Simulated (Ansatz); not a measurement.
A structure relaxed at PBE0-D4/def2-TZVP, charge 0, multiplicity 1:

```xyz
7

F    -1.114    1.327    0.562
C    -0.879    0.596   -0.514
F    -1.570    1.098   -1.506
N    -0.145   -0.386   -0.611
P     0.661   -1.176    0.676
H     1.170   -0.065    1.409
H     1.877   -1.393   -0.017
```

(1) Give its formula and SMILES.

(2) Summarise the bond lengths by kind.

Results:

(1) CH2F2NP, `FC(F)=NP`.

(2) 2 × C–F 1.309 to 1.322 Å; 1 × C–N 1.230 Å; 1 × N–P 1.711 Å; 2 × H–P 1.417 to 1.425 Å.

All numbers were calculated with Ansatz.
